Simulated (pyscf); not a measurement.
# Four-centre exchange: HO–SiH(OH)–OH + ammonia (NH₃) → water (H₂O) + H₂N–SiH(OH)–OH

Gas phase, singlet surface, charge 0. Bonds broken: O1–Si2, N9–H10. Bonds formed: O1–H10, Si2–N9. Structures and frequencies: ωB97X-D3(BJ)/def2-SVP in PySCF.

Transition state (Å):

```xyz
12

O     -0.8380    -0.8410     0.5512
Si    -1.0263     0.9585    -0.6606
O      0.3176     0.3069    -1.3736
O     -2.6210     0.5489    -0.8966
H     -1.4552    -1.5598     0.7232
H     -1.0387     2.3210    -1.2625
H      0.4474    -0.5671    -0.9727
H     -2.8252    -0.3406    -0.5912
N     -0.6903     1.4116     1.1393
H     -0.7254     0.2595     1.3262
H     -1.4315     1.9589     1.5771
H      0.2079     1.8673     1.3028
```

One imaginary mode, 733i cm⁻¹; descent along it reached the two sides named, in the forms told below.

```tsv
bond	change	reactant side (Å)	saddle	product side
O1–Si2	breaks	1.696	2.178	3.0
N9–H10	breaks	1.021	1.168	1.955
O1–H10	forms	2.300	1.351	0.983
Si2–N9	forms	2.150	1.886	1.765
```

Electronic energies relative to the separated reactants (kcal/mol):

```json
[
 {"level": "ωB97X-D3(BJ)/def2-TZVP", "barrier": "27.3", "reaction energy": "+11.8", "reverse barrier": "15.6"},
 {"level": "PBE/def2-TZVP", "barrier": "23.5", "reaction energy": "+12.1", "reverse barrier": "11.4"},
 {"level": "r²SCAN/def2-TZVP", "barrier": "25.8", "reaction energy": "+12.9", "reverse barrier": "12.9"},
 {"level": "B3LYP-D3(BJ)/def2-TZVP", "barrier": "27.8", "reaction energy": "+12.4", "reverse barrier": "15.5"},
 {"level": "PBE0-D3(BJ)/def2-TZVP", "barrier": "25.0", "reaction energy": "+11.6", "reverse barrier": "13.4"},
 {"level": "M06-2X/def2-TZVP", "barrier": "28.3", "reaction energy": "+12.4", "reverse barrier": "15.9"},
 {"level": "ωB97M-D3(BJ)/def2-TZVP", "barrier": "27.5", "reaction energy": "+12.1", "reverse barrier": "15.3"},
 {"level": "HF/def2-TZVP", "barrier": "47.9", "reaction energy": "+13.6", "reverse barrier": "34.3"}
]
```

With ωB97M-D3(BJ)/def2-TZVP energies and thermal terms (ideal gas, 1 atm, RRHO with modes under 100 cm⁻¹ raised to 100, one conformer, R ln 2 for rigid chiral ones), in kcal/mol:

| T (K) | ΔH‡ | ΔG‡ | ΔH | ΔG |
|---|---|---|---|---|
| 298 | 27.2 | 39.1 | +11.7 | +11.7 |
| 600 | 27.0 | 51.3 | +12.0 | +11.6 |
| 900 | 27.5 | 63.4 | +12.2 | +11.3 |
| 1200 | 28.2 | 75.3 | +12.3 | +11.0 |

On the reactant side the descent ends in an adduct with a N–Si contact (not fully relaxed), 3.5 kcal/mol under the separated species and 30.9 kcal/mol under the saddle at ωB97X-D3(BJ)/def2-TZVP. On the product side the descent ends in a bound adduct, 10.8 kcal/mol under the separated species and 26.4 kcal/mol under the saddle at ωB97X-D3(BJ)/def2-TZVP. What is counted as formed (N–Si) is already present as a longer contact in the reactant adduct; forming that adduct is a step of its own. This is the saddle that the search found; another between the same sides may lie lower.
